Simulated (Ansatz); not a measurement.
A made-up structure of CH3AlSi, singlet:

```
6
angstrom
C -0.6263 -0.5482 -0.2476
Si 0.3768 -0.0302 1.2584
Al 0.4203 0.7087 -0.8839
H -1.4049 -1.2129 -0.6071
H 0.4596 1.2133 -2.3172
H 0.7354 -0.1154 2.6298
```

It is relaxed with PBE-D4/def2-SVP and then PBE0-D4/def2-TZVP (Ansatz 0.2.0). Atoms count as bonded within 1.22 times the sum of their covalent radii (H–H: 0.88 Å). The end point is not checked to be a true minimum.

Does its bonding change? (A judgement: the text doesn't fix the answer.)

By the calculation: No: no bond forms or breaks.

Where it ends: The first stage lowers the energy by 0.99 eV in 7 steps. It ends as CH₃AlSi ([CH]1[AlH][SiH]1):
| atom | x (Å) | y (Å) | z (Å) |
| --- | --- | --- | --- |
| C1 | -0.6307 | -0.5949 | -0.1171 |
| Si2 | 0.4429 | 0.0910 | 1.0901 |
| Al3 | 0.3367 | 0.6923 | -1.0922 |
| H4 | -1.4048 | -1.3530 | -0.1752 |
| H5 | 0.6929 | 1.4780 | -2.4118 |
| H6 | 0.5239 | -0.2982 | 2.5387 |

Labels in which every atom is bracketed show which atoms are joined, not bond orders.

For scale, one of the runs: PBE0-D4/def2-TZVP relaxation, 123 basis functions, launched by `ansatz run in.yaml --threads 2 --pin off --events-out ev --progress --plain --max-ram 4352MiB`. The run took about 18 s on 2 CPU threads of an Arm Neoverse V1 (shared host).
